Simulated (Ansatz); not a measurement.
**CH6AlB (SMILES C[BH][AlH2]): functionals against CCSD(T) at one geometry**

An exercise on one series of results from a longer session: the logs are not shown, and one member is left open.

Computed with Ansatz 0.2.0, Gaussian basis. Level: single points in def2-TZVPP.

Correlated methods freeze the cores.

### The system as given

SMILES `C[BH][AlH2]`, 9 atoms, charge 0, spin multiplicity 1.

Atoms are counted from 1 here; the program's logs count them from 0.

Bond lengths: C1–B2 1.590 Å, C1–H4 1.149 Å, C1–H5 1.122 Å, C1–H6 1.123 Å, B2–Al3 2.179 Å, B2–H7 1.159 Å, Al3–H8 1.600 Å, Al3–H9 1.553 Å. Angles: B2–C1–H4 91.1°, B2–C1–H5 118.9°, B2–C1–H6 117.5°, H4–C1–H5 105.5°, H4–C1–H6 105.1°, H5–C1–H6 113.8°, C1–B2–Al3 111.3°, C1–B2–H7 115.0°, Al3–B2–H7 132.7°, B2–Al3–H8 114.7°, B2–Al3–H9 130.2°, H8–Al3–H9 114.8°.

As a file:

```xyz
9

C    -0.7748    0.8006   -0.8173
B     0.7095    0.4307   -0.3850
Al    0.7252   -1.0770    1.1875
H    -0.7720   -0.0259   -1.6159
H    -0.9542    1.7570   -1.3761
H    -1.6048    0.5250   -0.1126
H     1.5401    0.8633   -1.0683
H    -0.7160   -1.6552    1.5748
H     1.8888   -1.5717    2.0896
```

The first run:

File run/in.yaml:

```yaml
crystal:
  periodic: [false, false, false]
  atoms:
    - {symbol: C, position_ang: [-0.774821, 0.800628, -0.817255]}
    - {symbol: B, position_ang: [0.709474, 0.430674, -0.385045]}
    - {symbol: Al, position_ang: [0.725184, -1.077024, 1.187548]}
    - {symbol: H, position_ang: [-0.772021, -0.025927, -1.615888]}
    - {symbol: H, position_ang: [-0.954178, 1.757048, -1.376091]}
    - {symbol: H, position_ang: [-1.604832, 0.525031, -0.112646]}
    - {symbol: H, position_ang: [1.540143, 0.863269, -1.068300]}
    - {symbol: H, position_ang: [-0.715999, -1.655175, 1.574823]}
    - {symbol: H, position_ang: [1.888831, -1.571741, 2.089643]}
basis:
  gaussian: {orbitals: def2-TZVPP}
hamiltonian: {xc: pbe, dispersion: d4}
output: {forces: true}
```

Run with:

```bash
ansatz run in.yaml --threads 2 --pin off --events-out ev --progress --plain --max-ram 3481MiB
```

Steps of the session up to this table: PBE-D4/def2-TZVPP; r2SCAN-D4/def2-TZVPP; PBE0-D4/def2-TZVPP; wB97M-V/def2-TZVPP; CCSD(T)/def2-TZVPP.

One of the session's tables, all rows but one given; the rest of the session is left out.

| method | RMS force component (eV/Å) | angle to CCSD(T) forces (°) | dipole (D) |
| --- | --- | --- | --- |
| PBE-D4 | ? | ? | ? |
| r2SCAN-D4 | 0.549 | 8.7 | 1.18 |
| PBE0-D4 | 0.566 | 8.9 | 1.15 |
| wB97M-V | 0.544 | 7.4 | 1.08 |
| CCSD(T) | 0.521 | reference | 1.03 |

Estimate the missing values for PBE-D4.

As computed: RMS force component (eV/Å): 0.533; angle to CCSD(T) forces (°): 16.4; dipole (D): 1.22. In the column «RMS force component (eV/Å)» it lies between CCSD(T) (0.521) and wB97M-V (0.544).
